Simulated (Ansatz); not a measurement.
Equilibrium volume per atom (Å³/atom) of solids drawn from the class of elemental solids other than molecular ones, at two levels: PBE (PAW; Ansatz, a quantum-chemistry and plane-wave program), and LDA in Ansatz (plane waves, PAW).

| solid | PBE | LDA |
|---|---|---|
| hcp Be | 7.91 | 7.55 |
| body-centred tetragonal In | 27.47 | 24.60 |
| hcp Y | 32.88 | 29.93 |
| hcp Cd | 22.89 | 20.06 |
| double-hcp La | 37.13 | 32.21 |
| hcp Re | 14.95 | 14.33 |
| hcp Co | 10.86 | ? |
| hcp Sc | 24.65 | 22.53 |
| hcp Ti | 17.39 | 16.11 |
| hcp Tc | 14.44 | 13.77 |

**Question.** Estimate the withheld LDA value from the other rows.

**Answer.** One way: carry over the typical ratio. The ratios LDA / PBE of the other rows, in order: 0.8675, 0.8764, 0.8955, 0.9103, 0.9140, 0.9264, 0.9536, 0.9545, 0.9585; median 0.9140. hcp Co: 10.86 × 0.9140 = 9.93 Å³/atom; the run gives 10.01 Å³/atom. The ratios spread from 0.8675 to 0.9585, so such an estimate is rough.

Of 10 rows, LDA is the larger in 0 and the smaller in 10.

Ansatz's runs of these crystals have no spin polarisation, but for hcp Co.

Density-functional runs with spin start from parallel moments for hcp Co.

Spin–orbit coupling is left out, also for the solids with elements from indium on (body-centred tetragonal In, double-hcp La, hcp Re); its size isn't shown.

Ansatz's density-functional and Hartree–Fock values are scalar-relativistic unless marked +SOC, with PAW data made under PBE.
